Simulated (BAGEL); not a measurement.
# C2H4FN (SMILES [H]/N=C(\C)F) at 4 levels

Aim: a comparison of 4 runs (B3LYP/6-31G*, B3LYP/def2-SVPD, PBE0/def2-SVPD, RI-MP2/def2-SVPD) of C2H4FN. 

The calculation is run with BAGEL 1.2.2.

2 further runs of the same task are left out: 2 set aside as unsound or not needed.

### Step 1. The molecule

C2H4FN has 8 atoms, charge 0, and is taken as a singlet. SMILES: `[H]/N=C(\C)F`. The shape is that of a PBE0-D4/def2-TZVP optimisation.

Bond lengths: C1–C2 1.488 Å, C2–N3 1.247 Å, C2–F4 1.341 Å, C1–H5 1.088 Å, C1–H6 1.092 Å, C1–H7 1.092 Å, N3–H8 1.015 Å. Angles: C1–C2–N3 132.0°, C1–C2–F4 110.6°, N3–C2–F4 117.4°, C2–C1–H5 111.2°, C2–C1–H6 109.7°, C2–C1–H7 109.7°, C2–N3–H8 110.7°, H5–C1–H6 109.4°, H5–C1–H7 109.4°, H6–C1–H7 107.3°.

### Step 2. The energy at B3LYP/6-31G(d) (density fitting with qzvpp-jkfit, spherical functions) (run 1)

calc.json

```json
{ "bagel" : [

{
  "title" : "molecule",
  "basis" : "6-31gs.json",
  "df_basis" : "qzvpp-jkfit",
  "angstrom" : true,
  "geometry" : [
    { "atom" : "C", "xyz" : [   -0.246700,    0.732400,   -0.287300 ] },
    { "atom" : "C", "xyz" : [    0.491400,   -0.429400,    0.278400 ] },
    { "atom" : "N", "xyz" : [    0.166300,   -1.620900,    0.450400 ] },
    { "atom" : "F", "xyz" : [    1.725800,   -0.065300,    0.654000 ] },
    { "atom" : "H", "xyz" : [   -1.250500,    0.448000,   -0.597200 ] },
    { "atom" : "H", "xyz" : [   -0.308700,    1.527700,    0.458900 ] },
    { "atom" : "H", "xyz" : [    0.298400,    1.132700,   -1.145000 ] },
    { "atom" : "H", "xyz" : [   -0.783900,   -1.782300,    0.132000 ] }
  ]
},
{ "title" : "ks", "xc_func" : "b3lyp" },
{ "title" : "print", "file" : "orbitals.molden", "orbitals" : true }

]}
```

The basis set 6-31G* is read from a file made from the Basis Set Exchange's data (not shown).

Command:

```
$ BAGEL_NUM_THREADS=1 BAGEL calc.json > calc.out
```

The program printed:

```text
* using 1 threads per process

  ===============================================================
  ===============================================================

  *** Geometry ***

  { "atom" : "C", "xyz" : [     -0.466195,      1.384035,     -0.542918 ] },
  { "atom" : "C", "xyz" : [      0.928611,     -0.811448,      0.526100 ] },
  { "atom" : "N", "xyz" : [      0.314261,     -3.063057,      0.851133 ] },
  { "atom" : "F", "xyz" : [      3.261289,     -0.123399,      1.235881 ] },
  { "atom" : "H", "xyz" : [     -2.363103,      0.846597,     -1.128544 ] },
  { "atom" : "H", "xyz" : [     -0.583358,      2.886935,      0.867195 ] },
  { "atom" : "H", "xyz" : [      0.563894,      2.140493,     -2.163736 ] },
  { "atom" : "H", "xyz" : [     -1.481356,     -3.368059,      0.249444 ] },

  Number of auxiliary basis functions:      376

  Since a DF basis is specified, we compute 2- and 3-index integrals:
    o Being stored without compression. Storage requirement is 0.012 GB

  Number of basis functions:       64
  Number of electrons      :       32

    * METHOD: MOLECULE                             0.12

  *** Kohn-Sham DFT ***

    * Removing 14570 points whose weight is below 1.00e-10
    * Grid points: 104678

  === Nuclear Repulsion ===
   119.7571144237

       - DIIS with orbital gradients will be used.

  === KS iteration (b3lyp / 6-31gs.json) ===
      0       -202.06063344          0.16852983           0.25
      1       -162.13325638          0.19250905           0.23
      2       -195.90764639          0.19585500           0.27
      3       -219.92893469          0.14166397           0.35
      4       -227.98559284          0.12724582           0.26
      5       -226.87505422          0.13169837           0.26
      6       -226.42981006          0.13136586           0.26
      7       -166.70823707          0.21735109           0.26
      8       -231.88851990          0.06335017           0.26
      9       -233.13556384          0.01537539           0.31
     10       -233.15981003          0.01107654           0.24
     11       -233.18305344          0.00633409           0.23
     12       -233.19382456          0.00210182           0.24
     13       -233.19492610          0.00064495           0.25
     14       -233.19504706          0.00013417           0.25
     15       -233.19505272          0.00000945           0.25
     16       -233.19505274          0.00000201           0.25
     17       -233.19505274          0.00000151           0.25
     18       -233.19505274          0.00000068           0.25
     19       -233.19505274          0.00000020           0.25
     20       -233.19505274          0.00000003           0.25
     21       -233.19505274          0.00000001           0.25
     22       -233.19505274          0.00000000           0.28
    * SCF iteration converged.

    * Permanent dipole moment:
           (    0.889165,    -0.751579,     0.521091) a.u.

    * METHOD: KS                                   6.46

    * METHOD: PRINT                                0.01

  ===============================================================
```

Run time: 6.9 s. Hardware: 1 thread of Intel Xeon Platinum 8488C (Sapphire Rapids), shared host; peak memory 0.32 GiB.

### Step 3. The energy at B3LYP/def2-SVPD (density fitting with qzvpp-jkfit) (run 2)

Changes to calc.json since step 2:

```diff
@@ -4,3 +4,3 @@
   "title" : "molecule",
-  "basis" : "6-31gs.json",
+  "basis" : "def2-svpd.json",
   "df_basis" : "qzvpp-jkfit",
@@ -18,4 +18,11 @@
 },
-{ "title" : "ks", "xc_func" : "b3lyp" },
-{ "title" : "print", "file" : "orbitals.molden", "orbitals" : true }
+{
+  "title" : "ks",
+  "xc_func" : "b3lyp"
+},
+{
+  "title" : "print",
+  "file" : "orbitals.molden",
+  "orbitals" : true
+}
```

The basis set def2-SVPD is read from a file made from the Basis Set Exchange's data (not shown).

Command:

```
$ BAGEL_NUM_THREADS=1 BAGEL calc.json > calc.out
```

The program printed:

```text
* using 1 threads per process

  ===============================================================
  ===============================================================

  *** Geometry ***

  { "atom" : "C", "xyz" : [     -0.466195,      1.384035,     -0.542918 ] },
  { "atom" : "C", "xyz" : [      0.928611,     -0.811448,      0.526100 ] },
  { "atom" : "N", "xyz" : [      0.314261,     -3.063057,      0.851133 ] },
  { "atom" : "F", "xyz" : [      3.261289,     -0.123399,      1.235881 ] },
  { "atom" : "H", "xyz" : [     -2.363103,      0.846597,     -1.128544 ] },
  { "atom" : "H", "xyz" : [     -0.583358,      2.886935,      0.867195 ] },
  { "atom" : "H", "xyz" : [      0.563894,      2.140493,     -2.163736 ] },
  { "atom" : "H", "xyz" : [     -1.481356,     -3.368059,      0.249444 ] },

  Number of auxiliary basis functions:      376

  Since a DF basis is specified, we compute 2- and 3-index integrals:
    o Being stored without compression. Storage requirement is 0.040 GB

  Number of basis functions:      115
  Number of electrons      :       32

    * METHOD: MOLECULE                             0.19

  *** Kohn-Sham DFT ***

    * Removing 14570 points whose weight is below 1.00e-10
    * Grid points: 104678

  === Nuclear Repulsion ===
   119.7571144237

       - DIIS with orbital gradients will be used.

  === KS iteration (b3lyp / def2-svpd.json) ===
      0       -199.99381882          0.11824923           0.44
      1       -162.66265158          0.18146822           0.51
      2       -195.44877017          0.14104895           0.44
      3       -229.66120343          0.08523337           0.45
      4       -232.08772694          0.04364347           0.46
      5       -232.56065612          0.03107409           0.45
      6       -232.82344674          0.02147707           0.44
      7       -233.01223358          0.00906322           0.47
      8       -233.03967494          0.00466405           0.44
      9       -233.04929043          0.00152660           0.43
     10       -233.05028965          0.00012012           0.43
     11       -233.05029448          0.00005654           0.43
     12       -233.05029559          0.00002927           0.43
     13       -233.05029593          0.00001671           0.43
     14       -233.05029608          0.00000371           0.42
     15       -233.05029609          0.00000036           0.43
     16       -233.05029609          0.00000029           0.42
     17       -233.05029609          0.00000013           0.42
     18       -233.05029609          0.00000006           0.43
     19       -233.05029609          0.00000001           0.44
    * SCF iteration converged.

    * Permanent dipole moment:
           (    0.965258,    -0.756130,     0.551016) a.u.

    * METHOD: KS                                   9.44

    * METHOD: PRINT                                0.02

  ===============================================================
```

Run time: 10 s. Hardware: 1 thread of Intel Xeon Platinum 8488C (Sapphire Rapids), shared host; peak memory 0.53 GiB.

Run 3 isn't shown in full; the table further down has it.

### Step 4. A single-point energy at RI-MP2/def2-SVPD (density fitting with qzvpp-jkfit) (run 4)

mp2.json

```json
{ "bagel" : [

{
  "title" : "molecule",
  "basis" : "def2-svpd.json",
  "df_basis" : "qzvpp-jkfit",
  "angstrom" : true,
  "geometry" : [
    { "atom" : "C", "xyz" : [   -0.246700,    0.732400,   -0.287300 ] },
    { "atom" : "C", "xyz" : [    0.491400,   -0.429400,    0.278400 ] },
    { "atom" : "N", "xyz" : [    0.166300,   -1.620900,    0.450400 ] },
    { "atom" : "F", "xyz" : [    1.725800,   -0.065300,    0.654000 ] },
    { "atom" : "H", "xyz" : [   -1.250500,    0.448000,   -0.597200 ] },
    { "atom" : "H", "xyz" : [   -0.308700,    1.527700,    0.458900 ] },
    { "atom" : "H", "xyz" : [    0.298400,    1.132700,   -1.145000 ] },
    { "atom" : "H", "xyz" : [   -0.783900,   -1.782300,    0.132000 ] }
  ]
},
{ "title" : "hf" },
{ "title" : "mp2", "ncore" : 4 }

]}
```

The basis set def2-SVPD is read from a file made from the Basis Set Exchange's data (not shown).

Command:

```
$ BAGEL_NUM_THREADS=1 BAGEL mp2.json > mp2.out
```

The program printed:

```text
* using 1 threads per process

  ===============================================================
  ===============================================================

  *** Geometry ***

  { "atom" : "C", "xyz" : [     -0.466195,      1.384035,     -0.542918 ] },
  { "atom" : "C", "xyz" : [      0.928611,     -0.811448,      0.526100 ] },
  { "atom" : "N", "xyz" : [      0.314261,     -3.063057,      0.851133 ] },
  { "atom" : "F", "xyz" : [      3.261289,     -0.123399,      1.235881 ] },
  { "atom" : "H", "xyz" : [     -2.363103,      0.846597,     -1.128544 ] },
  { "atom" : "H", "xyz" : [     -0.583358,      2.886935,      0.867195 ] },
  { "atom" : "H", "xyz" : [      0.563894,      2.140493,     -2.163736 ] },
  { "atom" : "H", "xyz" : [     -1.481356,     -3.368059,      0.249444 ] },

  Number of auxiliary basis functions:      376

  Since a DF basis is specified, we compute 2- and 3-index integrals:
    o Being stored without compression. Storage requirement is 0.040 GB

  Number of basis functions:      115
  Number of electrons      :       32

    * METHOD: MOLECULE                             0.18

  *** RHF ***

  === Nuclear Repulsion ===
   119.7571144237

      * DIIS with orbital gradients will be used.

  === RHF iteration (def2-svpd.json) ===
      0       -231.51254381          0.01829543           0.06
      1       -231.69838522          0.01193255           0.05
      2       -231.77542692          0.00195470           0.06
      3       -231.77830624          0.00070971           0.05
      4       -231.77868135          0.00016173           0.05
      5       -231.77872962          0.00005702           0.06
      6       -231.77873521          0.00002250           0.05
      7       -231.77873581          0.00000978           0.05
      8       -231.77873591          0.00000193           0.05
      9       -231.77873592          0.00000070           0.05
     10       -231.77873592          0.00000023           0.05
     11       -231.77873592          0.00000006           0.08
     12       -231.77873592          0.00000003           0.05
     13       -231.77873592          0.00000001           0.05
     14       -231.77873592          0.00000000           0.05
    * SCF iteration converged.

    * Permanent dipole moment:
           (    1.046519,    -0.821267,     0.597746) a.u.

    * METHOD: HF                                   0.98

  *** RHF ***

  === Nuclear Repulsion ===
   119.7571144237

      * DIIS with orbital gradients will be used.

  === RHF iteration (def2-svpd.json) ===
      0       -231.77873592          0.00000000           0.05
    * SCF iteration converged.

    * Permanent dipole moment:
           (    1.046519,    -0.821267,     0.597746) a.u.

  === DF-MP2 calculation ===

    * freezing 4 orbitals
    * 3-index integral transformation done
    * assembly done

      MP2 correlation energy:   -0.6476160952      0.05

      MP2 total energy:       -232.4263520111

    * METHOD: MP2                                  0.17

  ===============================================================
```

Wall time 1.6 s (1 thread of Intel Xeon Platinum 8488C (Sapphire Rapids), shared host); peak memory 0.12 GiB.

### Step 5. Overview of the runs

```tsv
run	level	frozen core orbitals	energy (Eh)	dipole moment (D)	HOMO energy (eV)	LUMO energy (eV)	wall time
1	B3LYP/6-31G* (density fitting with qzvpp-jkfit, spherical functions)	–	-233.195053	3.24	-7.76	0.40	6.9 s
2	B3LYP/def2-SVPD (density fitting with qzvpp-jkfit)	–	-233.050296	3.42	-8.25	-0.25	10 s
3	PBE0/def2-SVPD (density fitting with qzvpp-jkfit)	–	-232.795495	3.42	-8.49	0.06	9.9 s
4	RI-MP2/def2-SVPD (density fitting with qzvpp-jkfit)	4	-232.426352	–	–	–	1.6 s
```

### Step 6. Results

| quantity | value |
| --- | --- |
| run 4: total energy | -232.42635 Eh |
| run 4: correlation energy (4 core orbitals frozen) | -647.6 mEh |

**Reading.** Over runs 1, 2, 3 the dipole moment (its size) runs from 3.24 D (B3LYP/6-31G*) to 3.42 D (PBE0/def2-SVPD). The two ends differ in method and basis. Over runs 1, 2, 3 the HOMO–LUMO gap runs from 8.00 eV (B3LYP/def2-SVPD) to 8.55 eV (PBE0/def2-SVPD). Totals of different functionals can't be ranked against each other. All runs together took 29 s, the longest 10 s.
